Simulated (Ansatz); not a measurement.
System: C₂H₃O (charge -1, singlet). It need not be the lowest isomer of its formula. Whether it binds its extra electron was not tested at this geometry. SMILES: [C-](C)=O
Geometry: optimised at B3LYP-D3(BJ)/def2-TZVP (Ansatz, a quantum-chemistry and plane-wave program).

Parts of the frozen-core correlation energy in STO-3G (Ansatz, hartree). Frozen orbitals: 3; correlated occupied orbitals by spin: 9 and 9; virtual: 6 and 6. Spin-orbit coupling is left out. No relativistic terms. The restricted reference is unstable.

```csv
term,value
reference (HF),-150.12179
MP2 opposite-spin,-0.12316
MP2 same-spin,-0.02430
CCSD correlation,-0.18136
(T),-0.00454
FCI minus CCSD(T),-0.00091
T1 diagnostic,0.016
largest doubles amplitude,0.170
```
